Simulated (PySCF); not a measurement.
# Li: ionisation energy

Li [He] 2s1 (2S) → Li⁺ 1s2 (1S), as a difference of total energies. Calculation: PySCF 2.14, in aug-cc-pCVQZ-DK; the spin-free X2C one-electron Hamiltonian (Gaussian nucleus). Correlated levels: valence and next inner shell: nothing frozen. The calculations carry no spin-orbit coupling.

| method | ionisation energy (eV) | error (eV) |
| --- | --- | --- |
| UHF | 5.343 | -0.049 |
| LDA | 5.474 | +0.082 |
| PBE | 5.590 | +0.198 |
| PBE0 | 5.571 | +0.179 |
| r2SCAN | 5.393 | +0.001 |
| PBEsol | 5.473 | +0.081 |
| wB97X-V | 5.457 | +0.065 |
| B97-3 | 5.367 | -0.025 |
| MP2 (valence and next inner shell) | 5.382 | -0.010 |
| SCS-MP2 (valence and next inner shell) | 5.377 | -0.015 |

Reference: 5.392 eV (measured; NIST Atomic Spectra Database, ionization energies).

Errors of the correlated levels include the incompleteness of this basis.
